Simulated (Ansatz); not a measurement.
**C₂H₂S: geometry and frequencies at several levels**

One table from this session's results is given with a row withheld; the runs are named, their logs left out.

Computed with Ansatz 0.2.0 (the levels named in each step, unless a step's input says otherwise).

### The system as given

Bond lengths: C1–C2 1.303 Å, C2–S3 1.551 Å, C1–H4 1.083 Å, C1–H5 1.083 Å. Angles: C1–C2–S3 180.0°, C2–C1–H4 120.5°, C2–C1–H5 120.5°, H4–C1–H5 119.0°.

Structure file:

```xyz
5

C    -1.8261    0.0441    0.0861
C    -0.5248    0.0128    0.0247
S     1.0238   -0.0245   -0.0483
H    -2.3497    0.9873    0.1823
H    -2.4010   -0.8727    0.0419
```

The first run:

input.yaml reads:

```yaml
crystal:
  periodic: [false, false, false]
  atoms:
    - { symbol: C, position_ang: [-1.82609787, 0.04413069, 0.08611194] }
    - { symbol: C, position_ang: [-0.5248087, 0.01282577, 0.02472396] }
    - { symbol: S, position_ang: [1.02384055, -0.02446494, -0.04830184] }
    - { symbol: H, position_ang: [-2.34965024, 0.98732017, 0.18227232] }
    - { symbol: H, position_ang: [-2.40098374, -0.8726617, 0.04185361] }
basis:
  gaussian: { orbitals: def2-TZVPP }
hamiltonian:
  xc: pbe0
  dispersion: d4
phonons: {}
```

Started as:

```sh
$ ansatz run input.yaml --threads 2 --pin off --max-ram 5120MiB --backend cpu --events-out ev --progress --plain --runs-dir out
```

Among the steps run: Frequencies, PBE0-D4/def2-TZVPP; Relaxation, PBE-D4/def2-TZVPP; Frequencies, PBE-D4/def2-TZVPP; Relaxation, r2SCAN-D4/def2-TZVPP; Frequencies, r2SCAN-D4/def2-TZVPP; Relaxation, B3LYP-D4/def2-TZVPP; Frequencies, B3LYP-D4/def2-TZVPP; Relaxation, B2PLYP/def2-TZVPP.

One of the session's tables, all rows but one given; the rest of the session is left out.

It belongs to the step «Geometries side by side». 

| level | C1–C2 (Å) | C2–S3 (Å) | dipole (D) |
| --- | --- | --- | --- |
| PBE-D4/def2-TZVPP | ? | ? | ? |
| r2SCAN-D4/def2-TZVPP | 1.3055 | 1.5538 | 1.07 |
| B3LYP-D4/def2-TZVPP | 1.3045 | 1.5551 | 1.03 |
| B2PLYP/def2-TZVPP | 1.3091 | 1.5567 | 0.93 |

Q: Estimate the row for PBE-D4/def2-TZVPP from the others.

**Answer.** C1–C2 (Å): 1.3128; C2–S3 (Å): 1.5625; dipole (D): 0.98. In the column «C1–C2 (Å)» it is the highest.
